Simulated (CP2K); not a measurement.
# singlet C2H6Al− at 3 levels

Wanted: a comparison of 3 runs (B3LYP/6-31G*, PBE0/TZV2P-MOLOPT-PBE0-GTH, AM1) of singlet C2H6Al−. 

The calculation is run with CP2K 2026.2.

2 further runs of the same task are left out: 2 set aside as unsound or not needed.

## Step 1: The system as given

C2H6Al− has 9 atoms, charge -1, and is taken as a singlet. As SMILES of the parent species, `[CH3][Al][CH3]`. The coordinates come from a PBE0-D4/def2-TZVP relaxation. That shape belongs to the parent species and isn't relaxed for this state.

Bond lengths: C1–Al2 1.972 Å, Al2–C3 1.969 Å, C1–H4 1.095 Å, C1–H5 1.095 Å, C1–H6 1.095 Å, C3–H7 1.097 Å, C3–H8 1.097 Å, C3–H9 1.091 Å. Some angles: C1–Al2–C3 118.6°, Al2–C1–H4 111.5°, Al2–C1–H5 111.1°, Al2–C1–H6 111.0°, Al2–C3–H7 109.3°, Al2–C3–H8 109.4°, Al2–C3–H9 114.5°, H4–C1–H5 108.3°, H4–C1–H6 108.2°, H5–C1–H6 106.6°.

## Step 2: The energy at B3LYP/6-31G(d) (spherical functions) (run 1)

Input file mol.inp:

```
&GLOBAL
  PROJECT mol
  RUN_TYPE ENERGY
  PRINT_LEVEL MEDIUM
&END

&FORCE_EVAL
  METHOD Quickstep
  &DFT
    BASIS_SET_FILE_NAME ./6_31gs.basis
    POTENTIAL_FILE_NAME POTENTIAL
    CHARGE -1
    MULTIPLICITY 1
    # Quickstep
    &QS
      METHOD GAPW
      EPS_DEFAULT 1.0E-10
    &END
    &MGRID
      CUTOFF 280
      REL_CUTOFF 50
      NGRIDS 4
    &END
    # isolated system
    &POISSON
      PERIODIC NONE
      POISSON_SOLVER WAVELET
    &END
    &SCF
      SCF_GUESS ATOMIC
      EPS_SCF 1.0E-06
      MAX_SCF 50
      &OT ON
        MINIMIZER DIIS
        PRECONDITIONER FULL_ALL
      &END
      &OUTER_SCF
        EPS_SCF 1.0E-06
        MAX_SCF 5
      &END
    &END
    # exchange and correlation
    &XC
      &XC_FUNCTIONAL
        &HYB_GGA_XC_B3LYP
        &END
      &END
      # exact exchange
      &HF
        FRACTION 0.2
        &SCREENING
          EPS_SCHWARZ 1.0E-10
          SCREEN_ON_INITIAL_P F
        &END
        &INTERACTION_POTENTIAL
          POTENTIAL_TYPE COULOMB
        &END
        &MEMORY
          MAX_MEMORY 1050
        &END
      &END
    &END
    # extra output
    &PRINT
      &MOMENTS
        PERIODIC F
        REFERENCE COM
        MAX_MOMENT 1
      &END
      &MO_CUBES
        NLUMO 3
        NHOMO -1
        WRITE_CUBE F
      &END
      &LOWDIN ON
      &END
      &HIRSHFELD OFF
      &END
      &MO_MOLDEN ON
        NDIGITS 8
        NLUMO 3
      &END
    &END
  &END
  # atoms, cell and kinds
  &SUBSYS
    &CELL
      ABC [angstrom] 13.8 13.8 13.8
      PERIODIC NONE
    &END
    &COORD
      C      5.948850     7.974700     6.127250
      Al     7.490550     7.549600     7.280650
      C      7.636850     5.732700     8.026550
      H      5.291750     7.108600     5.999750
      H      6.277650     8.305000     5.136850
      H      5.358050     8.794100     6.549050
      H      7.674850     5.005900     7.206150
      H      6.737750     5.506200     8.612250
      H      8.508250     5.573800     8.663150
    &END
    &KIND C
      BASIS_SET 6-31Gs
      POTENTIAL ALL
      LEBEDEV_GRID 194
      RADIAL_GRID 100
    &END
    &KIND Al
      BASIS_SET 6-31Gs
      POTENTIAL ALL
      LEBEDEV_GRID 194
      RADIAL_GRID 100
    &END
    &KIND H
      BASIS_SET 6-31Gs
      POTENTIAL ALL
      LEBEDEV_GRID 194
      RADIAL_GRID 100
    &END
  &END
&END
```

On the command line:

```sh
$ OMP_NUM_THREADS=1 cp2k.psmp -i mol.inp > mol.out 2>&1
```

Output:

```text
CP2K| version string:                                       CP2K version 2026.2
[...]
 GLOBAL| Method name                                                        CP2K
[...]
 GLOBAL| Run type                                                         ENERGY
[...]
 DFT| Spin restricted Kohn-Sham (RKS) calculation                            RKS
 DFT| Multiplicity                                                             1
[...]
 DFT| Charge                                                                  -1
[...]
 FUNCTIONAL| HYB_GGA_XC_B3LYP:
[...]
 QS| Method:                                                                GAPW
[...]
 QS| Density cutoff [a.u.]:                                                140.0
[...]
 QS| Relative density cutoff [a.u.]:                                        25.0
[...]
                             - Atoms:                                          9
[...]
                             - Spherical basis functions:                     58
[...]
 Number of electrons:                                                         32
[...]
     1 OT DIIS     0.15E+00   20.9     0.51074803      -296.4769988960 -2.96E+02
[...]
    22 OT DIIS     0.15E+00   14.1     0.00000042      -322.2150939710 -8.05E-11
  *** SCF run converged in    22 steps ***
[...]
  Overlap energy of the core charge distribution:               0.00000467339030
  Self energy of the core charge distribution:               -172.63060323528637
  Core Hamiltonian energy:                                   -144.32262380296345
  Hartree energy:                                              55.26877092040473
  Exchange-correlation energy:                                 -8.88663867047743
  Hartree-Fock Exchange energy:                                -6.16784637547934
[...]
 ENERGY| Total FORCE_EVAL ( QS ) energy [hartree]           -322.215093970969235
[...]
```

Run time: 16 min. Hardware: 1 thread of Intel Xeon at 2.50GHz (Skylake/Cascade Lake), shared host; peak memory 1.2 GiB.

## Step 3: A single-point energy at PBE0/TZV2P-MOLOPT-PBE0-GTH (core potential) (run 2)

Input file qs.inp:

```
&FORCE_EVAL
    METHOD Quickstep
    &DFT
        BASIS_SET_FILE_NAME BASIS_MOLOPT_UZH
        BASIS_SET_FILE_NAME BASIS_ADMM_UZH
        POTENTIAL_FILE_NAME POTENTIAL_UZH
        CHARGE -1
        MULTIPLICITY 1
        &QS
            METHOD GPW
            EPS_DEFAULT 1.0E-10
        &END
        &MGRID
            CUTOFF 400
            REL_CUTOFF 50
            NGRIDS 4
        &END
        &POISSON
            PERIODIC NONE
            POISSON_SOLVER WAVELET
        &END
        &SCF
            SCF_GUESS ATOMIC
            EPS_SCF 1.0E-06
            MAX_SCF 80
            ADDED_MOS 10
            &DIAGONALIZATION
                ALGORITHM STANDARD
            &END
            &MIXING
                METHOD DIRECT_P_MIXING
                ALPHA 0.4
            &END
        &END
        &XC
            &XC_FUNCTIONAL
                &PBE
                    SCALE_X 0.75
                    SCALE_C 1.0
                &END
            &END
            &HF
                FRACTION 0.25
                &SCREENING
                    EPS_SCHWARZ 1.0E-09
                    SCREEN_ON_INITIAL_P F
                &END
                &INTERACTION_POTENTIAL
                    POTENTIAL_TYPE COULOMB
                &END
                &MEMORY
                    MAX_MEMORY 1050
                &END
            &END
        &END
        &AUXILIARY_DENSITY_MATRIX_METHOD
            ADMM_TYPE ADMMS
            EXCH_CORRECTION_FUNC PBEX
        &END
        # extra output
        &PRINT
            &MOMENTS
                PERIODIC F
                REFERENCE COM
                MAX_MOMENT 1
            &END
            &MO ON
                ENERGIES T
                OCCUPATION_NUMBERS T
                NDIGITS 6
                &EACH
                    QS_SCF 0
                &END
                ADD_LAST NUMERIC
            &END
            &HIRSHFELD OFF
            &END
        &END
    &END
    &SUBSYS
        # vacuum box
        &CELL
            ABC [angstrom] 13.8 13.8 13.8
            PERIODIC NONE
        &END
        &COORD
            C     -0.810700     1.130600    -0.941500
            Al     0.731000     0.705500     0.211900
            C      0.877300    -1.111400     0.957800
            H     -1.467800     0.264500    -1.069000
            H     -0.481900     1.460900    -1.931900
            H     -1.401500     1.950000    -0.519700
            H      0.915300    -1.838200     0.137400
            H     -0.021800    -1.337900     1.543500
            H      1.748700    -1.270300     1.594400
        &END
        &TOPOLOGY
            &CENTER_COORDINATES
            &END
        &END
        &KIND C
            BASIS_SET ORB TZV2P-MOLOPT-PBE0-GTH-q4
            BASIS_SET AUX_FIT admm-tzp-q4
            POTENTIAL GTH-PBE0-q4
        &END
        &KIND Al
            BASIS_SET ORB TZV2P-MOLOPT-PBE0-GTH-q3
            BASIS_SET AUX_FIT admm-tzp-q3
            POTENTIAL GTH-PBE0-q3
        &END
        &KIND H
            BASIS_SET ORB TZV2P-MOLOPT-PBE0-GTH-q1
            BASIS_SET AUX_FIT admm-tzp-q1
            POTENTIAL GTH-PBE0-q1
        &END
    &END
&END

&GLOBAL
    PROJECT_NAME qs
    RUN_TYPE ENERGY
    PRINT_LEVEL MEDIUM
&END
```

On the command line:

```sh
$ OMP_NUM_THREADS=1 cp2k.psmp -i qs.inp -o qs.out
```

Output:

```text
CP2K| version string:                                       CP2K version 2026.2
[...]
 GLOBAL| Method name                                                        CP2K
[...]
 GLOBAL| Run type                                                         ENERGY
[...]
 DFT| Spin restricted Kohn-Sham (RKS) calculation                            RKS
 DFT| Multiplicity                                                             1
[...]
 DFT| Charge                                                                  -1
[...]
 FUNCTIONAL| PBE:
 QS| Method:                                                                 GPW
[...]
 QS| Density cutoff [a.u.]:                                                200.0
[...]
 QS| Relative density cutoff [a.u.]:                                        25.0
[...]
                             - Atoms:                                          9
[...]
                             - Spherical basis functions:                    171
[...]
 Number of electrons:                                                         18
[...]
     1 P_Mix/Diag. 0.40E+00   39.8     3.54352566       -14.4703245056 -1.45E+01
[...]
  *** SCF run converged in    17 steps ***
[...]
  Overlap energy of the core charge distribution:               0.00000187480715
  Self energy of the core charge distribution:                -40.48149062132649
  Core Hamiltonian energy:                                     12.63861164137910
  Hartree energy:                                              17.48343828147240
  Exchange-correlation energy:                                 -5.08218209368154
  Hartree-Fock Exchange energy:                                -1.51397979838643
  Total energy:                                               -16.95560071573580
[...]
 ENERGY| Total FORCE_EVAL ( QS ) energy [hartree]            -16.955600715735802
[...]
```

Run time: 9.4 min. Hardware: 1 thread of Intel Xeon at 2.50GHz (Skylake/Cascade Lake), shared host; peak memory 2.3 GiB.

## Step 4: The energy at AM1 (run 3)

Input file gas.inp:

```
&global
  project_name gas
  run_type ENERGY
  print_level MEDIUM
&end global

&force_eval
  method Quickstep
  &dft
    charge -1
    multiplicity 1
    # Quickstep
    &qs
      method AM1
      eps_default 1.0E-10
      &se
        &coulomb
          cutoff [angstrom] 50
          rc_range [angstrom] 0
        &end coulomb
        &exchange
          cutoff [angstrom] 50
          rc_range [angstrom] 0
        &end exchange
      &end se
    &end qs
    # no periodic images
    &poisson
      periodic NONE
      poisson_solver ANALYTIC
    &end poisson
    &scf
      scf_guess ATOMIC
      eps_scf 1.0E-06
      max_scf 30
      &ot ON
        minimizer DIIS
        preconditioner FULL_ALL
      &end ot
      &outer_scf
        eps_scf 1.0E-06
        max_scf 5
      &end outer_scf
    &end scf
    # extra output
    &print
      &moments
        periodic F
        reference COM
        max_moment 1
      &end moments
      &mo_cubes
        nlumo 3
        nhomo -1
        write_cube F
      &end mo_cubes
      &hirshfeld OFF
      &end hirshfeld
    &end print
  &end dft
  # structure
  &subsys
    # box in angstrom
    &cell
      abc [angstrom] 15.2 15.8 15.5
      periodic NONE
    &end cell
    &coord
      C     -0.810700     1.130600    -0.941500
      Al     0.731000     0.705500     0.211900
      C      0.877300    -1.111400     0.957800
      H     -1.467800     0.264500    -1.069000
      H     -0.481900     1.460900    -1.931900
      H     -1.401500     1.950000    -0.519700
      H      0.915300    -1.838200     0.137400
      H     -0.021800    -1.337900     1.543500
      H      1.748700    -1.270300     1.594400
    &end coord
    &topology
      &center_coordinates
      &end center_coordinates
    &end topology
  &end subsys
&end force_eval
```

On the command line:

```sh
$ OMP_NUM_THREADS=1 cp2k.psmp gas.inp > gas.out
```

Output:

```text
CP2K| version string:                                       CP2K version 2026.2
[...]
 GLOBAL| Method name                                                        CP2K
[...]
 GLOBAL| Run type                                                         ENERGY
[...]
                             - Atoms:                                          9
[...]
                             - Spherical basis functions:                     18
[...]
 Number of electrons:                                                         18
[...]
     1 OT DIIS     0.15E+00    0.0     0.44880841       -10.7812612819 -1.08E+01
[...]
     9 OT DIIS     0.15E+00    0.0     0.00000030       -14.2601271916 -1.47E-10
  *** SCF run converged in     9 steps ***
  Core-core repulsion energy [eV]:                            697.58207427288994
  Core Hamiltonian energy [eV]:                              -591.80057939588141
  Two-electron integral energy [eV]:                         -987.63857945966618
  Electronic energy [eV]:                                   -1085.61986912571456
  Total energy [eV]:                                         -388.03779485282456
  Atomic reference energy [eV]:                               388.25509802599464
  Heat of formation [kcal/mol]:                                 5.01113061594233
[...]
 SE_DIPOLE| Moment [Debye]          3.32529472       3.28161001       0.98391450
 SE_DIPOLE| Derivative [a.u.]       0.00000000       0.00000000       0.00000000
 *** WARNING in qs_scf_post_se.F:140 :: Printing of MO cube files not ***
 *** implemented for Semi-Empirical method.                           ***
 ENERGY| Total FORCE_EVAL ( QS ) energy [hartree]            -14.260127191558873
[...]
```

Run time: 2.3 s. Hardware: 1 thread of Intel Xeon at 2.50GHz (Skylake/Cascade Lake), shared host; peak memory 0.18 GiB.

## Step 5: Overview of the runs

```
run                                        level  core potential  scheme  energy (Eh)  HOMO energy (eV)  LUMO energy (eV)  HOMO–LUMO gap (eV)  wall time
  1           B3LYP/6-31G* (spherical functions)            none    GAPW  -322.215094              2.18              4.34                2.16     16 min
  2  PBE0/TZV2P-MOLOPT-PBE0-GTH (core potential)        GTH-PBE0     GPW   -16.955601              1.94              4.54                2.60    9.4 min
  3                                          AM1               –       –   -14.260127                 –                 –                   –      2.3 s
```

## Step 6: Summary of results

| quantity | value |
| --- | --- |
| run 3: total energy | -14.26013 Eh |
| run 3: heat of formation | 5.0 kcal/mol |

What this shows: Totals of different functionals can't be ranked against each other. Some runs of one species differ in core potentials or relativity; totals across that change don't compare. In runs 1, 2 the HOMO lies above zero, so the outermost electron may be held by the basis alone. All runs together took 26 min, the longest 16 min.
